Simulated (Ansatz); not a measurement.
Start from Rh in the fcc (Cu type) structure (space group Fm-3m, No. 225; a = 3.8303 Å).

Method: PBE/PAW in Ansatz (a program for electronic structure), spin-orbit coupling left out, earlier PAW set.

| level | lattice parameter a |
|---|---|
| PBE | 3.830 Å |

### Question
From these computed values, estimate the measured ones, and say how each level misses.

### Answer
Measured: lattice parameter a 3.794 Å (static lattice; corrected from measurement; as listed in Daniel Mejia-Rodriguez, S. B. Trickey, Phys. Rev. B (2018)). Computed minus measured — lattice parameter a: PBE +1.0 %.

Whether these cells are dynamically stable was not tested. All final runs are without spin polarisation.
